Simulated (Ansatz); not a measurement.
A nudged elastic band was laid between two geometries of ClH3MgSi + H2 (8 atoms, charge 0, multiplicity 1).

Computed with RKS PBE0/def2-SVP in Ansatz 0.2.0.

```yaml
movable_images: 5
climbing_image: yes
spring: 5.0 eV/Å²
optimiser: quadratic models (default)
start_path: through a guess of the saddle point
force_threshold: 0.05 eV/Å
iteration_limit: 60
end_points: relaxed
```

First end point:

```xyz
8
Properties=species:S:1:pos:R:3
Mg -0.560 -0.179 -1.121
Si 1.464 -0.395 0.436
Cl -2.179 -0.100 -2.635
H -1.988 1.009 0.773
H -2.470 0.983 0.180
H 1.150 -1.203 1.662
H 1.943 0.942 0.926
H 2.640 -1.056 -0.221
```

Last end point:

```xyz
8
Properties=species:S:1:pos:R:3
Mg -1.904 0.441 -0.843
Si 1.149 -0.278 0.618
Cl -0.401 0.333 -2.486
H -0.345 -0.057 0.727
H -3.273 0.601 0.136
H 1.612 -0.524 2.015
H 1.770 0.956 0.069
H 1.392 -1.471 -0.236
```

Problem. Which bonds break or form, and what moves?

Solution. Bonds broken: Mg1–Si2, H4–H5. Bonds formed: Mg1–H5, Si2–H4. ClH3MgSi + H2 becomes ClHMg + H4Si.

Problem. What energy profile does the band end with?

Solution. The run converged. The highest image is number 3 of 0 to 6, 1.56 eV above the first end and 1.52 eV above the last; the last end lies 0.04 eV above the first. Neighbouring images differ by up to 1.4 eV, so the band resolves the path poorly. A vibrational analysis at the climbing image gives one clearly imaginary mode, 1310i cm⁻¹: a first-order saddle point. The orbitals stay closed-shell, which can raise the energy where a bond breaks towards radicals; this wasn't checked here.

```
image  path coordinate (Å)  energy (eV)  Mg1–Si2 (Å)  H4–H5 (Å)  Mg1–H5 (Å)
    0                 0.00         0.00         2.56       0.76        2.59
    1                 1.20         0.00         2.56       0.76        2.59
    2                 2.39         0.15         2.56       0.77        2.51
    3                 3.59         1.56         2.84       1.14        1.82
    4                 4.52         0.30         3.40       2.12        1.69
    5                 5.45         0.08         3.63       2.83        1.69
    6                 6.38         0.04         3.46       3.06        1.69
```

Problem. What is the geometry of the highest image?

Solution. 
```xyz
8
Properties=species:S:1:pos:R:3
Mg -1.310 0.163 -0.979
Si 1.060 -0.092 0.562
Cl -1.677 0.485 -3.124
H -0.841 -0.091 0.719
H -1.978 -0.074 0.700
H 1.210 -0.693 1.927
H 1.703 1.263 0.584
H 1.834 -0.961 -0.389
```

The band took 18 iterations and about 2.4 core-minutes.

Run time: 75 s on 2 threads of Intel(R) Xeon(R) 6975P-C (Granite Rapids), on a shared host, peak memory 0.19 GiB.
